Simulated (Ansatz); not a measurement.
C5H8O can be A, `C=CCOC=C`, or B, `CC1=C(O)CC1`.

Program: Ansatz. Geometries: PBE0-D4/def2-TZVP. ΔE: electronic, gas phase. CCSD(T)/CBS is the MP2 limit (def2-TZVPP, def2-QZVPP) plus CCSD(T) − MP2 in def2-TZVPP, frozen cores. Functionals use def2-TZVPP. B3LYP here is the variant with VWN-RPA as its local correlation; programs differ in this. Each species was taken in one conformer, which may not be the lowest.

Problem. Which is lower in electronic energy at CCSD(T)/CBS, and by how much? (An estimate is asked.)

Solution. Ansatz gave: B, by 37.4 kJ/mol.

Problem. Give E(B) − E(A) in kJ/mol with ωB97M-V, B3LYP-D4, CCSD(T)/def2-TZVPP, B2PLYP, PBE0-D4, PBE-D4, MP2/def2-TZVPP. (Best estimate.)

Solution. Computed: ωB97M-V -40.7, B3LYP-D4 -25.4, CCSD(T)/def2-TZVPP -36.2, B2PLYP -29.8, PBE0-D4 -59.8, PBE-D4 -51.7, MP2/def2-TZVPP -53.7. None reverses the order clearly.

Largest T1 diagnostic: 0.012.

From PBE to PBE0 (25 % exact exchange), in def2-TZVPP and without D4, E(B) − E(A) moves by −8.3 kJ/mol. In def2-TZVPP, CCSD(T) changes the Hartree–Fock value by −23.5 kJ/mol (the triples alone add −0.2 kJ/mol) and MP2 by −41.0 kJ/mol.
